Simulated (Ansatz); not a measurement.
Ansatz input

```yaml
crystal:
  lattice:
    - [0.0, 1.9001492147, 1.9001492147]
    - [1.9001492147, 0.0, 1.9001492147]
    - [1.9001492147, 1.9001492147, 0.0]
  atoms:
    - { symbol: Rh, position: [0.0, 0.0, 0.0], spin: 1.0 }
hamiltonian:
  xc: r2scan
  pseudopotentials:
    kind: paw
    azcp:
      Rh: "pseudopotentials/Rh.paw.azcp"
basis:
  ecutwfc: 500
  fft_grid_basis: typed
kpoints:
  mp_grid: { grid: [23, 23, 23], shift: [0, 0, 0] }
magnetization:
  spin_polarized: true
scf:
  occupations: { method: fermi_dirac, width: 0.05 }
```

and its output:

```
Engine: ansatz 0.2.0, aarch64-unknown-linux-gnu
Pseudopotentials: kind: paw
Pseudopotential: Rh, paw, valence charge 17, recommended cutoff 500 eV (meta_gga) 
Functional definition: r2SCAN
  parameter k0 = 0.174
  parameter k1 = 0.065
  parameter a1 = 4.9479
  exchange = r2scan_x(k0 = k0, k1 = k1, a1 = a1)
  correlation = r2scan_c
Crystal: 1 atoms, lattice volume = 13.721 Å³
Basis set: ecut = 500 eV, 339 PW (Γ), exchange–correlation on 80×80×80 points (64 copies of the dense FFT grid, shifted against one another)
Bands: 13, of which v1, the nominal top of the filled ones, is band 9 counted from 1 (8 counted from 0)
Symmetry: 48 space group operations
Space group: Fm-3m (ITA 225), of the structure as read, at distance tolerance 2.4e-5 Å
Magnetic group: BNS 225.116 (UNI 1618), of the structure as read, at distance tolerance 2.4e-5 Å
k-points: 364 of 12167
Non-local potential: Rh, projectors of the file, l = 0: 3, l = 1: 2, l = 2: 2, l = 3: 1
PAW form: soft (Blöchl's): semilocal exchange-correlation on the pseudo side does not see the compensation charge
PAW frozen core: Rh, regenerated for the run's functional (the file was generated under x = pbe(κ = 0.804, μ = 0.2195149727645171), c = pbe(β = 0.06672455060314922))
PAW one-centre angular grid: Rh, 590 points (default); XC on 160 Gauss nodes
Initial density: superposition of atomic densities (chi_scale 0.1, normalization cell)
Starting moments: Σ|m| = 1 μB on 1 of 1 site
Initial wavefunctions: pseudopotential atomic-orbital guess
Functional: x = r2scan, c = r2scan; τ floored in thin density (d = 2e-4 eV/Å³)
SCF iter   1: F=—  HF=-6415.714716 eV  |F-HF|=—  |Δ(HF+E_count)|=         —  Δρ=5.61e-2 (↑5.61e-2 ↓4.80e-2)  dr2=1.30e0  dr2_τ=9.91e-3  dr2_m=2.02e-2  M=0.679 μB ∫|m|=0.692 μB  β_m=0.93  ethr=3.10e-3  ⟨swp⟩=5.3  Hψ=52740  notcnv=0
Mixer restart at iter 1: flushing history
SCF iter   2: F=—  HF=-6415.193267 eV  |F-HF|=—  |Δ(HF+E_count)|=   5.21e-1  Δρ=1.72e-2 (↑1.70e-2 ↓1.72e-2)  dr2=1.06e-1  dr2_τ=6.47e-3  dr2_m=9.02e-4  M=0.634 μB ∫|m|=0.676 μB  β_m=1.00  ethr=3.10e-3  ⟨swp⟩=2.6  Hψ=22265  notcnv=0  defer=74  κ⁻¹=1.0e0(r=1)
SCF iter   3: F=—  HF=-6415.283853 eV  |F-HF|=—  |Δ(HF+E_count)|=         —  Δρ=2.99e-2 (↑2.99e-2 ↓2.60e-2)  dr2=1.76e-2  dr2_τ=7.82e-3  dr2_m=8.43e-2  M=0.273 μB ∫|m|=0.325 μB  β_m=0.54  ethr=6.21e-4  ⟨swp⟩=2.6  Hψ=16194  notcnv=0  defer=74
Mixer restart at iter 3: flushing history
...
SCF iter  13: F=—  HF=-6415.278552 eV  |F-HF|=—  |Δ(HF+E_count)|=   8.40e-7  Δρ=9.30e-6 (↑9.30e-6 ↓9.30e-6)  dr2=6.96e-10  dr2_τ=1.06e-9  dr2_m=1.06e-8  M=0.001 μB ∫|m|=0.001 μB  β_m=1.00  ethr=1.07e-11  ⟨swp⟩=3.0  Hψ=22183  notcnv=0  defer=73  κ⁻¹=1.9e-7(r=8)
SCF iter  14: F=—  HF=-6415.278552 eV  |F-HF|=—  |Δ(HF+E_count)|=   1.48e-7  Δρ=2.47e-6 (↑2.47e-6 ↓2.26e-6)  dr2=9.82e-11  dr2_τ=6.46e-11  dr2_m=6.47e-10  M=0.000 μB ∫|m|=0.000 μB  β_m=1.00  ethr=4.10e-12  ⟨swp⟩=3.1  Hψ=21640  notcnv=0  defer=73  κ⁻¹=6.7e-7(r=8)
SCF iter  15: F=—  HF=-6415.278552 eV  |F-HF|=—  |Δ(HF+E_count)|=   8.84e-9  Δρ=5.39e-7 (↑5.05e-7 ↓5.39e-7)  dr2=1.70e-11  dr2_τ=3.25e-12  dr2_m=1.84e-11  M=-0.000 μB ∫|m|=0.000 μB  β_m=1.00  ethr=1.00e-12  ⟨swp⟩=3.1  Hψ=20373  notcnv=0  defer=73  κ⁻¹=2.9e-7(r=8)
SCF iter  16: F=-6415.278552 eV  HF=-6415.278552 eV  |F-HF|=3.00e-11  |Δ(HF+E_count)|=  3.63e-10  Δρ=3.14e-7 (↑2.62e-7 ↓3.14e-7)  dr2=9.57e-12  dr2_τ=6.41e-13  dr2_m=4.77e-12  M=-0.000 μB ∫|m|=0.000 μB  ethr=1.00e-12  ⟨swp⟩=1.0  Hψ=28106  notcnv=0
SCF 1 converged in 16 iterations: F = -6415.278552 eV  dr2 = 9.57e-12
WARN: the starting moments were not kept: the SCF closed with an absolute magnetisation of 4.6e-6 μB, where they sum to 1 μB in size (1 site). That is at most 0.1 of that sum. Measured as dr2_m measures the in/out step, that magnetisation stands 1.3e-11 eV from none, at or under the dr2_threshold of 1.0e-7 eV: it is no larger than a step whose dr2_m would equal this threshold. The system may hold no moment; this SCF shows only that its start led to no more than that. To try another start: raise the starting moments (crystal.atoms[].spin, magnetization.per_species, magnetization.initial_magnetization, or on a non-collinear deck that types none of these the spinor_matrix: blocks that start its atoms; where the total moment is fixed, keep their sum and leave initial_magnetization as it is; typed ones take the place of any that the run laid by itself, positive ones on a crystal's lanthanoids without a Hubbard term where scf.initial_density.shell_occupations: [] is typed) or, if the notice of its spin-set hold's release reads "site moments contracting" or "site moments show no strong build", lengthen the hold (scf.mixing.spin_hold: { on: { confirm: 4 } }; for m-r²SCAN on two components see the key's manual first). Each may lead to a state that holds a moment. A second SCF, from the converged charge density, with the starting moments and any scf.initial_density.shell_occupations laid on it anew, would have followed, and was not run: the deck does not ask for one (magnetization.retry_lost_moments is false, the default). To let it run, set magnetization.retry_lost_moments: true and run the deck again, where that key's refused combinations let it; where memory then withholds it, that run's warning says so.
this state was not tested for a lower state beside it, because the mixer in use, unlike msr1, does not test its closes by its own steps (another_mixer; see scf.mixing.algorithm and scf.lower_state_search)
SCF converged after 16 iterations
Magnetization: -0.0000 μB (8.5000 up, 8.5000 down)
Absolute magnetization: 0.0000 μB (∫|ρ↑−ρ↓|, with the PAW one-centre terms)
Spin contamination: 0.0000 ħ² per cell (⟨S²⟩ above its minimum at these occupations)
Per-site moments (μB) at R_I (Å): [(-4.237285479311514e-6, 1.1084769258590472)]
Free energy (F): -6415.278552 eV
Harris-Foulkes:  -6415.278552 eV  (|F-HF|=3.00e-11)
Internal energy: -6415.268739 eV  (E = F + TS)
E sigma→0 (E₀):  -6415.273646 eV
Entropy (-TS):   -0.009813 eV (-9.813 meV/atom)
Fermi energy:    22.260249 eV
--- Per-component energies (eV) ---
  E_band       = -101.581719
  E_kinetic    = 573.242888
  E_local      = -1561.717866  (includes V_loc(G=0)·N_el)
  E_nonlocal   = 355.354161
  E_hartree    = 549.594145
  E_xc         = -216.843769
  E_vxc        = -314.175969  (∫ρ·V_xc dr)
  E_paw        = -3604.214031  (= ΣΔE_a)
  E_vpaw       = -274.726479  (= ΣTr[D̂ρ^β])
  E_aug_tail   = 0.000688  (compensation charges beyond the density's cutoff)
  E_vtau       = 21.252451  (kinetic-family band-sum trace: ∫τ·v_τ [+ j·A + Jᵃ·Aᵃ] dr)
  E_ewald      = -2510.314994
  E_core_change = -0.369959  (= ΣΔE_core)
  E_smearing   = -0.009813  (= −TS)
  E_closure    = -0.000000  (closes the sum)
  Σ components = -6415.278552   (vs F -6415.278552, Δ=0.00e0)
```
